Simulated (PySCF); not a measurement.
**Working out the ionisation energy of N**

N [He] 2s2 2p3 (4S) → N+ [He] 2s2 2p2 (3P). Computed with PySCF 2.14 in def2-TZVPPD (6s3p3d1f, 37 functions), with the non-relativistic Hamiltonian (point nucleus). Frozen: 1s2. Energies in hartree (1 hartree = 27.21139 eV):

```
            part   N (lower)  N+ (upper)
             UHF  -54.402769  -53.892015
CCSD correlation   -0.111403   -0.091729
             (T)   -0.002378   -0.001584
```

Problem. What does Hartree-Fock give?

Solution. (-53.892015) − (-54.402769) = 0.510754 hartree = 13.898 eV.

Problem. What do CCSD and CCSD(T) give?

Solution. The CCSD correlation energies differ by 0.019674 hartree = 0.535 eV and the triples by 0.000794 hartree = 0.022 eV, so CCSD gives 14.433 eV and CCSD(T) 14.455 eV.

Measured between the centres of the two terms (NIST): 14.545 eV, so CCSD(T) (valence) is off by -0.090 eV.

What remains against the reference includes basis incompleteness, the frozen core and higher excitations.
